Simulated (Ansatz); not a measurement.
A nudged elastic band was laid between two geometries of CH2ClSi (5 atoms, charge 0, multiplicity 2).

All numbers below come from Ansatz, UKS PBE0-D4/cc-pVDZ.

```json
{
  "movable images": "7",
  "climbing image": "yes",
  "spring": "5.0 eV/Å²",
  "optimiser": "quadratic models (default)",
  "start path": "through a guess of the saddle point",
  "force threshold": "0.05 eV/Å",
  "iteration limit": "58",
  "end points": "relaxed"
}
```

Image 0:

```xyz
5
Properties=species:S:1:pos:R:3
Si -0.249 0.516 -0.367
C 0.635 -0.499 0.681
Cl 0.854 -2.005 1.345
H -1.412 0.055 -1.177
H 0.172 1.934 -0.482
```

Image 8:

```xyz
5
Properties=species:S:1:pos:R:3
Si -0.316 0.449 -0.403
C 0.198 -0.929 0.461
Cl 1.256 -1.608 1.547
H -1.479 0.306 -1.311
H 0.341 1.783 -0.294
```

What changes between the two ends?

No bond is made or broken. The dihedral H5–Si1–C2–Cl3 changes from -180 to 0° by way of a nearly straight angle Si1–C2–Cl3 (up to 178°), not by a turn about the bond. The two ends are copies of one structure, up to a mirror image or an exchange of like atoms.

Give the energies along the band, and the barrier.

The run converged. The highest image is number 5 of 0 to 8, 0.043 eV above the ends, which have the same energy within 2 meV. A vibrational analysis at the climbing image gives one clearly imaginary mode, 150i cm⁻¹: a first-order saddle point.

| image | path coordinate (Å) | energy (eV) | angle Si1–C2–Cl3 (°) |
| --- | --- | --- | --- |
| 0 | 0.00 | 0.000 | 149 |
| 1 | 0.10 | 0.003 | 153 |
| 2 | 0.21 | 0.013 | 159 |
| 3 | 0.31 | 0.026 | 165 |
| 4 | 0.41 | 0.038 | 172 |
| 5 | 0.51 | 0.043 | 178 |
| 6 | 0.69 | 0.030 | 168 |
| 7 | 0.86 | 0.009 | 157 |
| 8 | 1.03 | 0.000 | 149 |

What is the geometry of the highest image?


```xyz
5
Properties=species:S:1:pos:R:3
Si -0.281 0.486 -0.409
C 0.407 -0.698 0.575
Cl 1.103 -1.868 1.499
H -1.548 0.237 -1.148
H 0.318 1.844 -0.517
```

What are the harmonic wavenumbers there?

150i, 104, 391, 539, 574, 914, 1355, 2248, 2264 cm⁻¹.

The run took 5.1 min on 1 thread of Arm Neoverse V1, with other jobs on the host, peak memory 0.23 GiB.
